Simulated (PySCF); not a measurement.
# Vibration and rotation of AlCl⁺

UHF-CCSD(T) constants of AlCl⁺, ²Σ⁺ (doublet), unpaired electrons σ ↑ (PySCF, no relativity, basis sets Al pcseg-1, Cl pcseg-1; masses 26.9815 and 34.9689 u):

```
ωe             : 597.8 cm⁻¹
ωexe           : 3.37 cm⁻¹
Be             : 0.26718 cm⁻¹
αe             : 0.00171 cm⁻¹
De to Al⁺ + Cl : 1.41 eV
```

**Question.** What force constant and bond length do these constants imply?

**Answer.** Reduced mass μred = 15.230 u; k = 5.8918×10⁻⁷·μred·ωe² (u, cm⁻¹, mdyn/Å) = 3.21 mdyn/Å; Re = √(16.8576/(μred·Be)) (u, cm⁻¹, Å) = 2.035 Å.

**Question.** Estimate the centrifugal constant D from the Kratzer relation and find the Dunham coefficient a1.

**Answer.** D = 4Be³/ωe² = 2.13e-07 cm⁻¹; a1 = −1 − αeωe/(6Be²) = -3.39.

Correlated steps freeze 10 core orbitals. Correlated levels converge slowly with the basis: in double zeta they bind strong bonds too weakly, by up to about 1 eV, and carry superposition errors of some tenths. For an ion De counts to the pair picked by the measured ionisation energies or electron affinities, which need not be the lowest pair at this level. The state was picked by a PBE0 search and need not be the measured ground state.
